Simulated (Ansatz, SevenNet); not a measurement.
For chalcopyrite AgInTe2, the machine-learned potential SevenNet-l3i5 (trained on PBE and PBE+U data) gives:

```
Item                           Result
---------------------  --------------
lattice constant a            6.567 Å
c axis length                13.038 Å
enthalpy of formation  -0.304 eV/atom
```

### Question
What does PBEsol (PAW; Ansatz, a program for electronic structure) give for the same quantities?

### Answer

- lattice constant a: 6.434 Å (drops by 2.0 %)
- lattice parameter c: 12.761 Å (drops by 2.1 %)
- formation enthalpy: -0.221 eV/atom (moves by +0.083 eV/atom)

Changes are worked out from the printed values.

Unless a cell is named, each level is at its own relaxed cell (SevenNet-l3i5 35.14, PBEsol 33.01 Å³/atom).

Levels without +SOC leave out spin–orbit coupling, which shifts energies and cells of such heavy elements.

Caveats: the gap of the solid is closed in this run (PBEsol). Ansatz's density-functional and Hartree–Fock values are scalar-relativistic unless marked +SOC, with PAW data made under PBE.
